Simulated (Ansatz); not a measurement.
**Basis-set limit of AlSiH⁺, quartet**

```xyz
3

Si    0.0000   -0.0360    1.1654
Al    0.0000   -0.0118   -1.2249
H     0.0000    1.3177    0.3154
```

Connectivity, by distances: SiH–Al.

Ansatz 0.2.0, UHF determinant, valence electrons correlated. Energies in eV.

```tsv
set	X	functions	Hartree–Fock	MP2 correlation	CCSD(T) correlation	time
def2-TZVPP	3	98	-14450.8544	-2.9646	-3.8938	5.5 s on 1 × NVIDIA H100 80GB HBM3 with 1 thread of AMD EPYC 7R13 Processor (Zen 3), with other jobs on the host
def2-QZVPP	4	170	-14451.2730	-3.1765	-4.0717	13 s on 1 × NVIDIA H100 80GB HBM3 with 1 thread of AMD EPYC 7R13 Processor (Zen 3), on a shared host
```

Hartree–Fock is taken to follow E(X) = E∞ + A·exp(−7.88·√X), correlation E(X) = E∞ + B·X^−2.97.

Cautions: another spin lies lower; raised T1 diagnostic.

**Question.** Work out the CCSD(T) energy at the limit, and how far the shortcut misses it that extrapolates MP2 and adds CCSD(T) minus MP2 from the smaller set.

**Answer.** Hartree–Fock: E∞ = E4 + 0.1377·(E4 − E3) = -14451.3307. Correlation: E∞ = E4 + 0.7407·(E4 − E3) = -4.2034 for CCSD(T) and -3.3335 for MP2. The limit is -14455.5341 eV, 0.189 eV below def2-QZVPP. The shortcut gives a correlation energy of -3.3335 + (-0.9292) = -4.2627, 59 meV lower than the direct value.

Past Ne part of the Hartree–Fock step between the two sets comes from the cores, which don't follow the formula, so the 58 meV that it adds to the total can overshoot; that part largely cancels in differences.
